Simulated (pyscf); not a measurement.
Four-centre exchange: O=Ta(F)(F)–F + hydrogen chloride (HCl) → O=Ta(F)(F)–Cl + hydrogen fluoride (HF)

Gas phase, singlet surface, charge 0. Bonds broken: Ta2–F3, Cl6–H7. Bonds formed: Ta2–Cl6, F3–H7. Optimised with ωB97X-D3(BJ)/def2-SVP in PySCF.

Transition state (Å):

```xyz
7

O     -0.2282     1.2004    -0.2984
Ta    -0.7770    -0.2715    -0.9410
F     -2.3301    -0.8670     0.2830
F     -2.0055     0.1600    -2.2869
F      0.6307    -0.9262    -1.9910
Cl    -0.1031    -2.0468     0.8112
H     -1.5143    -1.6035     0.8664
```

One imaginary mode, 571i cm⁻¹; descent along it reached the two sides named, in the forms told below.

| bond | change | reactant side (Å) | saddle | product side |
|---|---|---|---|---|
| Ta2–F3 | breaks | 1.903 | 2.065 | 2.347 |
| Cl6–H7 | breaks | 1.290 | 1.480 | 2.358 |
| Ta2–Cl6 | forms | 2.8 | 2.584 | 2.364 |
| F3–H7 | forms | 2.458 | 1.244 | 0.941 |

Electronic energies relative to the separated reactants (eV):

| level | barrier | reaction energy | reverse barrier |
|---|---|---|---|
| ωB97X-D3(BJ)/def2-TZVP | 0.03 | +0.01 | 0.01 |
| PBE/def2-TZVP | 0.11 | +0.18 | -0.07 |
| r²SCAN/def2-TZVP | 0.04 | +0.17 | -0.13 |
| B3LYP-D3(BJ)/def2-TZVP | 0.19 | +0.16 | 0.03 |
| PBE0-D3(BJ)/def2-TZVP | 0.10 | +0.09 | 0.01 |
| M06-2X/def2-TZVP | 0.06 | +0.05 | 0.00 |
| ωB97M-D3(BJ)/def2-TZVP | 0.23 | +0.18 | 0.05 |

With ωB97M-D3(BJ)/def2-TZVP energies and thermal terms (ideal gas, 1 atm, RRHO with modes under 100 cm⁻¹ raised to 100, one conformer, R ln 2 for chiral ones without a mode under 150 cm⁻¹), in eV:

| T (K) | ΔH‡ | ΔG‡ | ΔH | ΔG |
|---|---|---|---|---|
| 298 | 0.19 | 0.63 | +0.23 | +0.21 |
| 600 | 0.19 | 1.09 | +0.24 | +0.19 |
| 900 | 0.20 | 1.53 | +0.24 | +0.16 |
| 1200 | 0.22 | 1.98 | +0.24 | +0.13 |

On the reactant side the descent ends in an adduct with a Cl–Ta contact, 0.37 eV under the separated species and 0.40 eV under the saddle at ωB97X-D3(BJ)/def2-TZVP. On the product side the descent ends in an adduct with a F–Ta contact, 0.37 eV under the separated species and 0.38 eV under the saddle at ωB97X-D3(BJ)/def2-TZVP. At PBE, r²SCAN the saddle lies under the separated products, which points to a path from their complex (located at ωB97X-D3(BJ) alone), and parting the products costs more than the saddle. What is counted as formed (Cl–Ta) is already present as a longer contact in the reactant adduct; forming that adduct is a step of its own. What is counted as broken (F–Ta) persists as a longer contact in the product adduct; parting that adduct is a step of its own. This is the saddle that the search found; another between the same sides may lie lower. Elements past Kr carry the def2 core potentials, without spin-orbit coupling.
